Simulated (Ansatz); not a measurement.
# AlH₂O (quartet): wave-function methods side by side, def2-QZVPP

The task here is to estimate one member of a computed series from the others.

The runs use Ansatz 0.2.0, Gaussian basis; def2-QZVPP, core rule «outside noble gas», up to 6 orbitals frozen.

The runs, in order: UHF; ROHF; CCSD(T) on UHF.

2 further runs of the same task are left out: 2 set aside as unsound or not needed.

### The system

The geometry is a PBE0/def2-TZVP stationary point (not a proven minimum) of the parent state, kept for this charge and spin.

4 atoms, charge 0, spin multiplicity 4.

Atoms are counted from 1 here; the program's logs count them from 0.

Bond lengths: Al1–O2 1.700 Å, Al1–H3 1.613 Å, O2–H4 0.957 Å. Angles: O2–Al1–H3 118.4°, Al1–O2–H4 124.9°.

Set-up of the first run:

The input, in.yaml:

```yaml
crystal:
  periodic: [false, false, false]
  atoms:
    - {symbol: Al, position_ang: [0.000000, -0.079020, 0.634433]}
    - {symbol: O, position_ang: [0.000000, 0.000201, -1.063260]}
    - {symbol: H, position_ang: [0.000000, 1.302005, 1.467317]}
    - {symbol: H, position_ang: [0.000000, 0.810086, -1.572931]}
basis:
  gaussian: {orbitals: "def2-QZVPP.json"}
magnetization: {spin_polarized: true, initial_magnetization: 3}
hamiltonian: {xc: hf}
output: {orbitals: {seedname: orbitals}}
```

Launch:

```console
$ ansatz run in.yaml --threads 1 --pin off --events-out ev --progress --plain --max-ram 2393MiB
```

Steps of the session up to this table: UHF; ROHF; CCSD(T) on UHF.

One of the session's tables, all rows but one given; the rest of the session is left out.

It belongs to the step «Misses and costs». 

| method | from UCCSD(T) (meV) |
| --- | --- |
| ROHF | +8876.8 |
| UHF | +8856.0 |
| UMP2 | ? |
| UCCSD | +366.4 |
| UCCSD(T) | 0 |

Estimate the missing values for UMP2.

The run gave: from UCCSD(T) (meV): +532.1. In the column «from UCCSD(T) (meV)» it lies between UCCSD (+366.4) and UHF (+8856.0).
